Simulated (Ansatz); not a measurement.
A made-up structure of BSiH₃O, singlet:

B1  (-1.419, 0.042, -0.427)
Si2  (0.415, -0.090, -0.343)
O3  (1.348, 0.224, 0.976)
H4  (-2.561, -0.254, -0.482)
H5  (1.232, 0.072, -1.559)
H6  (-1.303, 0.651, 0.542)
(Å)

It is relaxed with PBE-D4/def2-SVP and then PBE0-D4/def2-TZVP (Ansatz 0.2.0). Atoms count as bonded within 1.22 times the sum of their covalent radii (H–H: 0.88 Å). The end point is not checked to be a true minimum.

Q: Does its bonding change? (A judgement: the text doesn't fix the answer.)

A: The calculation gives: No: no bond forms or breaks.

Where it ends: The first stage lowers the energy by 1.41 eV in 10 steps. It ends as BSiH₃O ([BH2][SiH][O]):
```
atom    x (Å)    y (Å)    z (Å)
  B1  -1.4076   0.2332  -0.1252
 Si2   0.5711  -0.0062  -0.3097
  O3   1.4019  -0.4583   0.8844
  H4  -2.1528  -0.6800  -0.3141
  H5   1.1652   0.2780  -1.6534
  H6  -1.8659   1.2787   0.2241
```

Labels in which every atom is bracketed show which atoms are joined, not bond orders.

For scale, one of the runs: PBE0-D4/def2-TZVP relaxation, 117 basis functions, launched by `ansatz run in.yaml --threads 2 --pin off --events-out ev --progress --plain --max-ram 4352MiB`. The run took about 18 s on 2 CPU threads of an Arm Neoverse V1 (shared host).
